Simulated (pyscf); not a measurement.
O=W(=O)(Cl)–Cl (SMILES [O]=[W](=[O])([Cl])[Cl]) + H₂O (SMILES O) → O=W(OH)(OH)(Cl)–Cl (SMILES [O]=[W]([OH])([OH])([Cl])[Cl]) (addition across a multiple bond or ene-type step; singlet surface; H–O broken, H–O, O–W formed). Single points on ωB97X-D3(BJ)/def2-SVP structures (PySCF, gas phase). Energies in kcal/mol from the separated reactants.

```
level                   barrier  reaction energy
----------------------  -------  ---------------
ωB97X-D3(BJ)/def2-TZVP      ___            -12.9
PBE/def2-TZVP              10.1             -8.8
r²SCAN/def2-TZVP            8.5            -13.1
B3LYP-D3(BJ)/def2-TZVP      ___              ___
PBE0-D3(BJ)/def2-TZVP      10.1            -11.9
M06-2X/def2-TZVP           11.7            -11.8
```

Task: Some entries are withheld; supply them.

Result: 
- ωB97X-D3(BJ)/def2-TZVP, barrier: 11.2
- B3LYP-D3(BJ)/def2-TZVP, barrier: 12.2
- B3LYP-D3(BJ)/def2-TZVP, reaction energy: -11.0

The functionals in the table span 3.7 kcal/mol in this barrier, from r²SCAN to B3LYP-D3(BJ). On the reactant side the descent ends in an adduct with a O–W contact, 12.3 kcal/mol under the separated species and 23.5 kcal/mol under the saddle at ωB97X-D3(BJ)/def2-TZVP. On the product side the descent ends in a point that may be a rotor saddle (no frequency run), 1.8 kcal/mol over the lowest minimum found and 22.3 kcal/mol under the saddle at ωB97X-D3(BJ)/def2-TZVP. What is counted as formed (O–W) is already present as a longer contact in the reactant adduct; forming that adduct is a step of its own. This is the saddle that the search found; another between the same sides may lie lower. Elements past Kr carry the def2 core potentials, without spin-orbit coupling.
